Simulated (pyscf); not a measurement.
## Four-centre exchange: H₃C–NH₂ + H₂ → H₃C–NH₂ + H₂

Gas phase, singlet surface, charge 0. Bonds broken: C1–H3, H8–H9. Bonds formed: C1–H8, H3–H9. Optimised with ωB97X-D3(BJ)/def2-SVP in PySCF.

Transition state (Å):

```xyz
9

C     -0.3372     0.1317     0.4827
N     -0.7625    -1.1131     0.1957
H      0.5013     1.7939    -0.0271
H     -1.0312     0.9458     0.3305
H      0.6738     0.2444     0.8472
H     -0.1603    -1.9168     0.3152
H     -1.6974    -1.2843    -0.1500
H     -0.1068     1.5987     1.7147
H      0.3183     2.0508     0.9265
```

One imaginary mode, 1314i cm⁻¹; descent along it reached the two sides named.

```tsv
bond	change	reactant side (Å)	saddle	product side
C1–H3	breaks	1.106	1.930	4.7
H8–H9	breaks	0.760	1.003	3.3
C1–H8	forms	4.7	1.929	1.105
H3–H9	forms	3.3	1.004	0.762
```

Electronic energies relative to the separated reactants (kcal/mol):

| level | barrier | reaction energy | reverse barrier |
|---|---|---|---|
| ωB97X-D3(BJ)/def2-TZVP | 95.6 | 0.0 | 95.6 |
| PBE/def2-TZVP | 79.6 | 0.0 | 79.6 |
| r²SCAN/def2-TZVP | 84.8 | 0.0 | 84.8 |
| B3LYP-D3(BJ)/def2-TZVP | 87.0 | 0.0 | 87.0 |
| PBE0-D3(BJ)/def2-TZVP | 87.3 | 0.0 | 87.3 |
| M06-2X/def2-TZVP | 96.4 | 0.0 | 96.4 |
| ωB97M-D3(BJ)/def2-TZVP | 91.7 | 0.0 | 91.7 |
| HF/def2-TZVP | 115.2 | 0.0 | 115.2 |

With ωB97M-D3(BJ)/def2-TZVP energies and thermal terms (ideal gas, 1 atm, RRHO with modes under 100 cm⁻¹ raised to 100, one conformer, R ln 2 for chiral ones without a mode under 150 cm⁻¹), in kcal/mol:

```csv
T (K),ΔH‡,ΔG‡,ΔH,ΔG
298,88.8,97.7,0.0,0.0
600,88.6,106.8,0.0,0.0
900,89.1,115.8,0.0,0.0
1200,89.7,124.6,0.0,0.0
```

Another saddle between the same species, by other bonds, lies lower (58.7 kcal/mol against 91.7 kcal/mol at ωB97M-D3(BJ)/def2-TZVP).
